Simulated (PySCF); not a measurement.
# Vibration and rotation of Cl₂

RHF-CCSD(T) constants of Cl₂, ¹Σg⁺ (singlet), closed shell (basis Cl def2-TZVPPD; no relativity; PySCF 2.14; masses 34.9689 and 34.9689 u):

| Quantity | Value |
| --- | --- |
| ωe | 548.1 cm⁻¹ |
| ωexe | 2.61 cm⁻¹ |
| Be | 0.23935 cm⁻¹ |
| αe | 0.00145 cm⁻¹ |
| De to Cl + Cl | 2.34 eV |

What force constant and bond length do these constants imply?

Reduced mass μred = 17.484 u; k = 5.8918×10⁻⁷·μred·ωe² (u, cm⁻¹, mdyn/Å) = 3.09 mdyn/Å; Re = √(16.8576/(μred·Be)) (u, cm⁻¹, Å) = 2.007 Å.

Estimate the centrifugal constant D from the Kratzer relation and find the Dunham coefficient a1.

D = 4Be³/ωe² = 1.83e-07 cm⁻¹; a1 = −1 − αeωe/(6Be²) = -3.31.

Measured values (Huber and Herzberg, Constants of Diatomic Molecules (1979)): ωe = 559.72 cm⁻¹, ωexe = 2.675 cm⁻¹, Be = 0.24399 cm⁻¹, αe = 0.00149 cm⁻¹.

Correlated steps freeze 10 core orbitals. Where the molecule has an RHF reference, its open-shell atoms are computed with UHF.
